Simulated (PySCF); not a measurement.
O₂S, SMILES O=S=O. Atoms are numbered in the order given.

```xyz
3

O      0.0000    -1.2308    -0.3637
S      0.0000     0.0000     0.3637
O      0.0000     1.2308    -0.3637
```
Charge 0, spin multiplicity 1.

The structure is a stationary point at ωB97X-D3(BJ)/def2-TZVP.

Computed with PySCF with PBE/def2-TZVPD.

Isolated molecule, no solvent.

```yaml
total_energy: -548.40415 hartree
point_group: C2v
highest_occupied_level: -8.08 eV
lowest_empty_level: -4.40 eV
orbital_gap: 3.68 eV
dipole_moment: 1.50 D
quadrupole, principal values (traceless, Buckingham form, about the centre of nuclear charge): -4.58, 0.86, 3.72 D·Å
mean_static_polarisability: 26.1 bohr³ (3.87 Å³)
polarisability_principal_values: 20.1, 24.1, 34.2 bohr³
```
